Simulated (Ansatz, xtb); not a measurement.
## Ligand exchange: MgHF + CH4S → MgH(SH) + CH3F

Gas-phase species: MgHF `[F][MgH]`, singlet; CH4S (methanethiol) `CS`, singlet; MgH(SH), singlet; CH3F (fluoromethane) `CF`, singlet. The partners trade F for SH: Mg–F and C–SH bonds give way to Mg–SH and C–F.

Shapes, held fixed at every level: PBE0-D4/def2-TZVP. Programs: Ansatz 0.2.0, xtb 6.7.1. The zero-point and thermal change to 298 K, harmonic and unscaled (PBE0-D4/def2-TZVP), is -0.1 kJ/mol.

```
                level                    kind  ΔH(298 K) (kJ/mol)  less CCSD(T)/def2-TZVPP  CPU time (sum over the molecules)
             GFN1-xTB          semi-empirical                -8.9                    -93.2                             0.18 s
          HF/def2-SVP            Hartree–Fock               +66.9                    -17.4                                  –
     SPW92/def2-TZVPP                     LDA               +81.9                     -2.4                              2.9 s
  BHLYP-D4/def2-TZVPP           global hybrid               +81.2                     -3.1                              5.3 s
   PBE0-D4/def2-TZVPP           global hybrid               +81.4                     -2.9                              5.1 s
r2SCAN0-D4/def2-TZVPP           global hybrid               +82.2                     -2.1                               10 s
   wB97X-V/def2-TZVPP  range-separated hybrid               +85.1                     +0.8                               15 s
    B2PLYP/def2-TZVPP           double hybrid               +87.9                     +3.6                              8.3 s
   CCSD(T)/def2-TZVPP   coupled cluster or CI               +84.3                      0.0                                  –
```

The highest level, CCSD(T)/def2-TZVPP, gives ΔH(298 K) = +84.3 kJ/mol; the levels span -8.9 to +87.9. They disagree on the sign: 8 of 9 are positive. GFN1-xTB strays far from the other rows. The column of differences is taken from that level and isn't an error. No measured value is set beside it here. Outer-core shells of Mg are correlated, in sets that cover them unevenly. Sets without diffuse functions underbind ionic bonds of s-block metals. Times are processor times on shared x86 and Arm servers, and rough.
